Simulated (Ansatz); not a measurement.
```yaml
crystal:
  periodic: [false, false, false]
  atoms:
    - {symbol: N, position_ang: [-0.111575, 1.884863, 0.460851]}
    - {symbol: C, position_ang: [-0.146831, 0.693800, 0.099052]}
    - {symbol: C, position_ang: [0.739930, -0.456415, 0.299615]}
    - {symbol: C, position_ang: [0.020156, -1.353571, -0.387045]}
    - {symbol: S, position_ang: [-1.333077, -0.331265, -0.902833]}
    - {symbol: H, position_ang: [-0.908183, 2.430866, 0.141217]}
    - {symbol: H, position_ang: [1.674278, -0.522381, 0.838822]}
    - {symbol: H, position_ang: [0.157302, -2.403095, -0.605477]}
basis:
  gaussian: {orbitals: def2-TZVPPP}
hamiltonian: {xc: {name: PBE}}
accuracy: high
output: {forces: true}
```

```sh
$ ansatz run in.yaml --threads 2 --pin off --events-out ev --progress --plain --max-ram 4352MiB
```

Q: How does Ansatz answer? (Best estimate.)

A: Ansatz gave: The program refused the input.
```
Error: <dir> can't be read: No such file or directory (os error 2)
```
